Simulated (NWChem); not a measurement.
System: C4H6 cation, doublet; SMILES of the neutral closed-shell parent C=CC=C

Input file for NWChem:

```
start job
memory heap 200 mb stack 900 mb global 1100 mb
charge 1
geometry units angstroms noautosym nocenter noautoz
  C     -0.111044     1.856977    -0.016027
  C      0.414605     0.570200    -0.019481
  C     -0.414605    -0.570200     0.019481
  C      0.111044    -1.856977     0.016027
  H     -1.184763     2.028198     0.017322
  H      0.536483     2.728898    -0.047468
  H      1.494436     0.437289    -0.053300
  H     -1.494436    -0.437289     0.053300
  H     -0.536483    -2.728898     0.047468
  H      1.184763    -2.028198    -0.017322
end
basis spherical
  C library 6-31g*
  H library 6-31g*
end
dft
  odft
  mult 2
  xc xpbe96 cpbe96
  iterations 150
end
cosmo
  do_cosmo_smd true
  solvent acetone
end
task dft energy
```

Parts of the log:

```
             Northwest Computational Chemistry Package (NWChem) 7.3.0
             --------------------------------------------------------

                             Geometry "geometry" -> ""
                             -------------------------

 Output coordinates in angstroms (scale by  1.889725989 to convert to a.u.)

  No.       Tag          Charge          X              Y              Z
 ---- ---------------- ---------- -------------- -------------- --------------
    1 C                    6.0000    -0.11104400     1.85697700    -0.01602700
    2 C                    6.0000     0.41460500     0.57020000    -0.01948100
    3 C                    6.0000    -0.41460500    -0.57020000     0.01948100
    4 C                    6.0000     0.11104400    -1.85697700     0.01602700
    5 H                    1.0000    -1.18476300     2.02819800     0.01732200
    6 H                    1.0000     0.53648300     2.72889800    -0.04746800
    7 H                    1.0000     1.49443600     0.43728900    -0.05330000
    8 H                    1.0000    -1.49443600    -0.43728900     0.05330000
    9 H                    1.0000    -0.53648300    -2.72889800     0.04746800
   10 H                    1.0000     1.18476300    -2.02819800    -0.01732200

 Effective nuclear repulsion energy (a.u.)     103.0307966471

  pbe96 is a nonlocal functional; adding pw91lda local functional.

                                 NWChem DFT Module
                                 -----------------

 Summary of "ao basis" -> "ao basis" (spherical)
 ------------------------------------------------------------------------------
       Tag                 Description            Shells   Functions and Types
 ---------------- ------------------------------  ------  ---------------------
 C                           6-31g*                  6       14   3s2p1d
 H                           6-31g*                  2        2   2s

 in cosmo_initialize ...
 calling solv_data for solv:acetone

 solvent parameters
 solvname_short: acetone
 solvname_long:  acetone
 dielec:       20.4930
 dielecinf:     1.8463
 nonaqueous SMD model solvent descriptors
 dielec:       20.4930
 sola:          0.0400
 solb:          0.4900
 solc:          0.0000
 solg:         33.7700
 solh:          0.0000
 soln:          1.3588

          ---------------
          -cosmo- solvent
          ---------------
 Cosmo: York-Karplus, doi: 10.1021/jp992097l
 dielectric constant -eps-     =  20.49
 screen = (eps-1)/(eps    )    =   0.95120
 surface charge correction     = lagrangian

   van der Waals surface
 --------------------------

[...]

                                COSMO-SMD solvation results
                                ---------------------------

             internal energy in gas <Psi(g)|H|Psi(g)> =      -155.452054369052
         internal energy in solvent <Psi(s)|H|Psi(s)> =      -155.451817175487
                               delta internal energy  =         0.000237193566 (    0.15 kcal/mol)
   total free energy in solvent <Psi(s)|H+V/2|Psi(s)> =      -155.547075408011
 polarization energy contribution <Psi(s)|V/2|Psi(s)> =        -0.095258232524 (  -59.78 kcal/mol)
    total free energy in solvent including G(SMD-CDS) =      -155.546783201341
                       G(SMD-CDS) energy contribution =         0.000292206669 (    0.18 kcal/mol)
     1 M fixed-concentration free energy of solvation =        -0.094728832289 (  -59.44 kcal/mol)

                    DFT Final Alpha Molecular Orbital Analysis
                    ------------------------------------------

 Vector   13  Occ=1.000000D+00  E=-3.628495D-01
              MO Center= -2.9D-06, -2.6D-05,  3.7D-07, r^2= 2.3D+00
   Bfn.  Coefficient  Atom+Function         Bfn.  Coefficient  Atom+Function
  ----- ------------  ---------------      ----- ------------  ---------------
    19      0.337554   2 C  pz               33      0.337560   3 C  pz
     5      0.241647   1 C  pz               47      0.241656   4 C  pz
    23      0.186286   2 C  pz               37      0.186289   3 C  pz
     9      0.136539   1 C  pz               51      0.136544   4 C  pz

 Vector   14  Occ=1.000000D+00  E=-3.606061D-01
              MO Center=  4.6D-06,  4.4D-05, -6.2D-07, r^2= 3.6D+00
   Bfn.  Coefficient  Atom+Function         Bfn.  Coefficient  Atom+Function
  ----- ------------  ---------------      ----- ------------  ---------------
    17      0.285729   2 C  px               31     -0.285725   3 C  px
     3     -0.200035   1 C  px               45      0.200024   4 C  px
    61      0.181376   7 H  s                63      0.181372   8 H  s
    62      0.151464   7 H  s                64      0.151461   8 H  s
    57      0.129629   5 H  s                67      0.129623  10 H  s

 Vector   15  Occ=1.000000D+00  E=-2.833704D-01
              MO Center=  4.1D-06,  1.6D-05, -3.0D-07, r^2= 3.7D+00
   Bfn.  Coefficient  Atom+Function         Bfn.  Coefficient  Atom+Function
  ----- ------------  ---------------      ----- ------------  ---------------
     5      0.384636   1 C  pz               47     -0.384635   4 C  pz
     9      0.263650   1 C  pz               51     -0.263649   4 C  pz
    19      0.216180   2 C  pz               33     -0.216170   3 C  pz
    23      0.137080   2 C  pz               37     -0.137073   3 C  pz

 Vector   16  Occ=0.000000D+00  E=-1.469733D-01
              MO Center= -3.7D-06, -3.1D-06,  1.5D-07, r^2= 3.6D+00
   Bfn.  Coefficient  Atom+Function         Bfn.  Coefficient  Atom+Function
  ----- ------------  ---------------      ----- ------------  ---------------
     5      0.394347   1 C  pz               47      0.394348   4 C  pz
     9      0.368250   1 C  pz               51      0.368251   4 C  pz
    19     -0.276931   2 C  pz               33     -0.276939   3 C  pz
    23     -0.250298   2 C  pz               37     -0.250305   3 C  pz

 Vector   17  Occ=0.000000D+00  E=-2.967721D-02
              MO Center=  2.6D-06,  1.3D-05, -2.2D-07, r^2= 2.7D+00
   Bfn.  Coefficient  Atom+Function         Bfn.  Coefficient  Atom+Function
  ----- ------------  ---------------      ----- ------------  ---------------
    23      0.595886   2 C  pz               37     -0.595882   3 C  pz
    19      0.438535   2 C  pz               33     -0.438532   3 C  pz
     9     -0.352977   1 C  pz               51      0.352971   4 C  pz
     5     -0.232906   1 C  pz               47      0.232902   4 C  pz

 Vector   18  Occ=0.000000D+00  E= 6.707361D-02
              MO Center= -2.8D-05, -2.9D-05,  1.2D-06, r^2= 5.7D+00
   Bfn.  Coefficient  Atom+Function         Bfn.  Coefficient  Atom+Function
  ----- ------------  ---------------      ----- ------------  ---------------
    62      0.977387   7 H  s                64     -0.977413   8 H  s
    58     -0.643245   5 H  s                68      0.643247  10 H  s
    60      0.474517   6 H  s                66     -0.474544   9 H  s
    21     -0.439920   2 C  px               35     -0.439931   3 C  px
     7     -0.416097   1 C  px               49     -0.416101   4 C  px

                     DFT Final Beta Molecular Orbital Analysis
                     -----------------------------------------

 Vector   12  Occ=1.000000D+00  E=-3.901123D-01
              MO Center= -5.9D-06, -4.3D-05,  6.6D-07, r^2= 4.8D+00
   Bfn.  Coefficient  Atom+Function         Bfn.  Coefficient  Atom+Function
  ----- ------------  ---------------      ----- ------------  ---------------
     3      0.312262   1 C  px               45      0.312266   4 C  px
    57     -0.187330   5 H  s                67      0.187332  10 H  s
    59      0.135866   6 H  s                65     -0.135875   9 H  s
     7      0.127452   1 C  px               17     -0.127101   2 C  px
    31     -0.127110   3 C  px               49      0.127453   4 C  px

 Vector   13  Occ=1.000000D+00  E=-3.591159D-01
              MO Center=  4.2D-06,  4.9D-05, -6.6D-07, r^2= 3.7D+00
   Bfn.  Coefficient  Atom+Function         Bfn.  Coefficient  Atom+Function
  ----- ------------  ---------------      ----- ------------  ---------------
    17      0.281517   2 C  px               31     -0.281513   3 C  px
     3     -0.201177   1 C  px               45      0.201166   4 C  px
    61      0.180525   7 H  s                63      0.180521   8 H  s
    62      0.153042   7 H  s                64      0.153039   8 H  s
    57      0.133786   5 H  s                67      0.133779  10 H  s

[...]
```

Level: PBE/6-31G* (spherical d), spin-unrestricted, SMD on the gas-phase geometry. In the optimisation the excess spin sits in ag (Ci, its own frame). All runs use the structure optimised with B3LYP/6-31G* (spherical d), spin-unrestricted. This spin state was assumed; another may lie lower. No stability test was run on the SCF state. Solvent: acetone.
